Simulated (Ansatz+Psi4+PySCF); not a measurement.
## doublet CHO₂: levels of theory in one basis

```json
{"atom": "C", "x (Å)": "0.0000", "y (Å)": "0.0000", "z (Å)": "0.0000"}
{"atom": "H", "x (Å)": "0.0000", "y (Å)": "0.0000", "z (Å)": "-1.0900"}
{"atom": "O", "x (Å)": "0.0000", "y (Å)": "1.1196", "z (Å)": "0.5953"}
{"atom": "O", "x (Å)": "0.0000", "y (Å)": "-1.1055", "z (Å)": "0.5878"}
```

Basis set: cc-pVTZ (spherical functions). Correlated methods keep 3 orbitals frozen. Correlation on ROHF uses semicanonical orbitals with singles. Charge 0, multiplicity 2.

Computed with Ansatz (development build ahead of 0.2.0); each method stands on the lowest determinant of its kind that the runs found.

| method | E − E(ROHF) (eV) | <S²> of the determinant |
| --- | --- | --- |
| ROHF | 0.00 | 0.75 |
| UHF | -0.23 | 1.02 |
| ROHF-MP2 | -15.77 | – |
| UHF-MP2 | -15.00 | 1.02 |
| UHF-CCSD | -15.96 | 1.02 |
| ROHF-CCSD(T) | -16.86 | – |
| UHF-CCSD(T) | -16.60 | 1.02 |

Task: What does ROHF-CCSD give on the same scale?

Result: -16.15 eV.

The restricted and unrestricted rows may stand on different electronic states: another unrestricted solution lies nearer the restricted one.

Caution for UHF, UHF-MP2, UHF-CCSD, UHF-CCSD(T): the unrestricted determinant is spin contaminated. Caution for ROHF-MP2, UHF-MP2, UHF-CCSD(T): another reference gives a lower total.
